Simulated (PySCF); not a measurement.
# Simulated absorption spectrum

C4H3ClS.
SMILES: `Clc1ccsc1`

Computed with TDDFT wB97X-D/def2-SVPD, vertical, gas phase, core orbitals frozen in the response in PySCF. Isolated species at its GFN2-xTB geometry, gas phase.

Broadening: Gaussians 0.25 eV wide at half height, area fixed by f = 4.319×10⁻⁹ ∫ε dν̃. The width is an assumption, not a result. The curve ends short of the highest state used, and states not computed would add to its high-energy end.

| λ (nm) | ε (L mol⁻¹ cm⁻¹) |
| --- | --- |
| 183.0 | 25 |
| 185.3 | 19 |
| 187.5 | 39 |
| 189.8 | 76 |
| 192.0 | 92 |
| 194.3 | 79 |
| 196.6 | 153 |
| 198.8 | 684 |
| 201.1 | 2454 |
| 203.3 | 5461 |
| 205.6 | 8256 |
| 207.9 | 8401 |
| 210.1 | 6413 |
| 212.4 | 4904 |
| 214.7 | 5885 |
| 216.9 | 8272 |
| 219.2 | 9704 |
| 221.4 | 8619 |
| 223.7 | 5730 |
| 226.0 | 2889 |
| 228.2 | 1177 |
| 230.5 | 362 |
| 232.7 | 95 |
| 235.0 | 19 |

Question: Locate the maxima and give the states behind the curve.

Answer: 219 nm (5.65 eV), ε about 9700, made up of S1 (100%); 207 nm (5.99 eV), ε about 8700, made up of S2 (99%); 192 nm (6.46 eV), ε about 92, made up of S4 (99%) (ε in L mol⁻¹ cm⁻¹; maxima over ε = 5, shares over 10%). At its high-energy end, 6.77 eV, the curve is still rising (ε about 24, from S5 and S6). The states used: S1 5.65 eV (f 0.090); S2 6.00 eV (f 0.080); S3 6.06 eV (f 0.0006); S4 6.47 eV (f 0.0008); S5 6.80 eV (f 0.0001); S6 7.11 eV (f 0.013); S7 7.37 eV (f 0.320); S8 7.37 eV (f 0.0062).

Question: On this curve, what absorbance would a 10⁻⁴ mol/L sample give at 193 nm over a 1 cm path?

Answer: 193 nm is 6.424 eV, where ε is about 88 L mol⁻¹ cm⁻¹, so A = ε c l ≈ 0.0088 (Beer–Lambert, with the gas-phase spectrum and the assumed width).

Question: What would ε be at 5.65 eV, the highest of these maxima, with half the width (0.125 eV)?

Answer: About 19300 L mol⁻¹ cm⁻¹ against 9710, a factor of about 1.99; a lone state at its own centre would give exactly 2.

Question: Coming from long wavelengths, where does ε first pass 100 L mol⁻¹ cm⁻¹?

Answer: At about 233 nm (5.33 eV), 0.32 eV below S1.

Hardware: an Arm Neoverse V2 with one thread, shared host. Cost: 14 s wall.
